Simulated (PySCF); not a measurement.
Compound: cyanoformaldehyde, C2HNO.
Structure used (GFN2-xTB), in Å, numbered top down from 1:
```
atom  x, y, z in Å
N1     1.9068   -0.2283    0.5698
C2     0.8191   -0.0685    0.2518
C3    -0.5572    0.0803   -0.1679
O4    -1.1953    1.0897   -0.1041
H5    -0.9648   -0.8704   -0.5668
```

Method used: PBE0/pcSseg-1 in PySCF (dipole) on a GFN2-xTB geometry, gas phase.

Masses are those of the commonest isotopes; rigid-rotor values at the optimised geometry. 

(1) Give the principal moments of inertia and the rotational constants in GHz.

(2) Classify the top.

(3) Is it planar, by Δ = Ic − Ia − Ib?

(4) List the rotational levels J(Ka,Kc) to J = 5 (cm⁻¹).

(5) Which types of transition are allowed, and where do some lines up to J = 5 fall?

## Answers

(1) Ia = 6.92, Ib = 100.45, Ic = 107.37 u·Å²; 505379 MHz·u·Å²/I gives 73037, 5031 and 4707 MHz, that is A = 73.037, B = 5.0311, C = 4.7069 GHz.

(2) A near-prolate asymmetric top: κ = (2 × 5031 − 73037 − 4707)/(73037 − 4707) = -0.99.

(3) Planar: Δ = Ic − Ia − Ib = 0.00 u·Å². For a rigid frame Δ = −2 Σ m c², so it vanishes when all atoms lie in the ab plane; here none is more than 0.01 Å from it.

(4) Above 0(0,0):
J = 1: 1(0,1) 0.3248, 1(1,1) 2.5933, 1(1,0) 2.6041
J = 2: 2(0,2) 0.9744, 2(1,2) 3.2321, 2(1,1) 3.2645, 2(2,1) 10.0699, 2(2,0) 10.0699
J = 3: 3(0,3) 1.9488, 3(1,3) 4.1903, 3(1,2) 4.2552, 3(2,2) 11.0443, 3(2,1) 11.0445, 3(3,1) 22.4136, 3(3,0) 22.4136
J = 4: 4(0,4) 3.2477, 4(1,4) 5.4679, 4(1,3) 5.5761, 4(2,3) 12.3436, 4(2,2) 12.3442, 4(3,2) 23.7130, 4(3,1) 23.7130, 4(4,1) 39.6298, 4(4,0) 39.6298
J = 5: 5(0,5) 4.8710, 5(1,5) 7.0648, 5(1,4) 7.2271, 5(2,4) 13.9676, 5(2,3) 13.9690, 5(3,3) 25.3372, 5(3,2) 25.3372, 5(4,2) 41.2540, 5(4,1) 41.2540, 5(5,1) 61.7186, 5(5,0) 61.7186
The levels of one J sum to (2J + 1)J(J + 1)(A + B + C)/3.

(5) The dipole components are |μa| = 0.94 D, |μb| = 2.07 D, |μc| = 0.00 D; the mirror of this Cs structure is the ab plane, so μc vanishes by symmetry and there are no c-type lines. Intensities carry the squares of the components, which stand as 0.20 : 1.00 (a : b). Some lines, for components of 0.1 D or more:

```json
{"type": "a", "branch": "Q", "J(Ka,Kc)": "1(1,0) ← 1(1,1)", "MHz": "324", "lower level (cm⁻¹)": "2.593"}
{"type": "a", "branch": "Q", "J(Ka,Kc)": "4(1,3) ← 4(1,4)", "MHz": "3242", "lower level (cm⁻¹)": "5.468"}
{"type": "a", "branch": "R", "J(Ka,Kc)": "2(0,2) ← 1(0,1)", "MHz": "19475", "lower level (cm⁻¹)": "0.325"}
{"type": "a", "branch": "R", "J(Ka,Kc)": "3(1,3) ← 2(1,2)", "MHz": "28727", "lower level (cm⁻¹)": "3.232"}
{"type": "a", "branch": "R", "J(Ka,Kc)": "3(0,3) ← 2(0,2)", "MHz": "29209", "lower level (cm⁻¹)": "0.974"}
{"type": "a", "branch": "R", "J(Ka,Kc)": "4(1,4) ← 3(1,3)", "MHz": "38301", "lower level (cm⁻¹)": "4.190"}
{"type": "a", "branch": "R", "J(Ka,Kc)": "4(2,3) ← 3(2,2)", "MHz": "38951", "lower level (cm⁻¹)": "11.044"}
{"type": "a", "branch": "R", "J(Ka,Kc)": "4(2,2) ← 3(2,1)", "MHz": "38963", "lower level (cm⁻¹)": "11.045"}
{"type": "a", "branch": "R", "J(Ka,Kc)": "5(1,5) ← 4(1,4)", "MHz": "47874", "lower level (cm⁻¹)": "5.468"}
{"type": "a", "branch": "R", "J(Ka,Kc)": "5(0,5) ← 4(0,4)", "MHz": "48667", "lower level (cm⁻¹)": "3.248"}
{"type": "a", "branch": "R", "J(Ka,Kc)": "5(4,1) ← 4(4,0)", "MHz": "48693", "lower level (cm⁻¹)": "39.630"}
{"type": "a", "branch": "R", "J(Ka,Kc)": "5(3,2) ← 4(3,1)", "MHz": "48694", "lower level (cm⁻¹)": "23.713"}
{"type": "b", "branch": "R", "J(Ka,Kc)": "5(1,5) ← 4(0,4)", "MHz": "114436", "lower level (cm⁻¹)": "3.248"}
{"type": "b", "branch": "Q", "J(Ka,Kc)": "2(2,0) ← 2(1,1)", "MHz": "204020", "lower level (cm⁻¹)": "3.265"}
{"type": "b", "branch": "Q", "J(Ka,Kc)": "4(2,3) ← 4(1,4)", "MHz": "206128", "lower level (cm⁻¹)": "5.468"}
{"type": "b", "branch": "Q", "J(Ka,Kc)": "5(2,4) ← 5(1,5)", "MHz": "206941", "lower level (cm⁻¹)": "7.065"}
{"type": "b", "branch": "R", "J(Ka,Kc)": "3(2,1) ← 2(1,2)", "MHz": "234211", "lower level (cm⁻¹)": "3.232"}
{"type": "b", "branch": "R", "J(Ka,Kc)": "4(2,2) ← 3(1,3)", "MHz": "244447", "lower level (cm⁻¹)": "4.190"}
{"type": "b", "branch": "R", "J(Ka,Kc)": "5(2,4) ← 4(1,3)", "MHz": "251573", "lower level (cm⁻¹)": "5.576"}
{"type": "b", "branch": "Q", "J(Ka,Kc)": "3(3,0) ← 3(2,1)", "MHz": "340836", "lower level (cm⁻¹)": "11.045"}
{"type": "b", "branch": "Q", "J(Ka,Kc)": "4(3,2) ← 4(2,3)", "MHz": "340845", "lower level (cm⁻¹)": "12.344"}
{"type": "b", "branch": "R", "J(Ka,Kc)": "4(3,1) ← 3(2,2)", "MHz": "379796", "lower level (cm⁻¹)": "11.044"}
{"type": "b", "branch": "Q", "J(Ka,Kc)": "5(4,1) ← 5(3,2)", "MHz": "477174", "lower level (cm⁻¹)": "25.337"}
{"type": "b", "branch": "Q", "J(Ka,Kc)": "4(4,0) ← 4(3,1)", "MHz": "477175", "lower level (cm⁻¹)": "23.713"}
{"type": "b", "branch": "R", "J(Ka,Kc)": "4(4,0) ← 3(3,1)", "MHz": "516130", "lower level (cm⁻¹)": "22.414"}
{"type": "b", "branch": "R", "J(Ka,Kc)": "5(4,2) ← 4(3,1)", "MHz": "525868", "lower level (cm⁻¹)": "23.713"}
{"type": "b", "branch": "Q", "J(Ka,Kc)": "5(5,1) ← 5(4,2)", "MHz": "613512", "lower level (cm⁻¹)": "41.254"}
```

No frequency check. These are rigid-rotor constants of the computed structure; measured ground-state constants (B0) also hold zero-point vibration. Quadrupole hyperfine structure (14N) is left out.
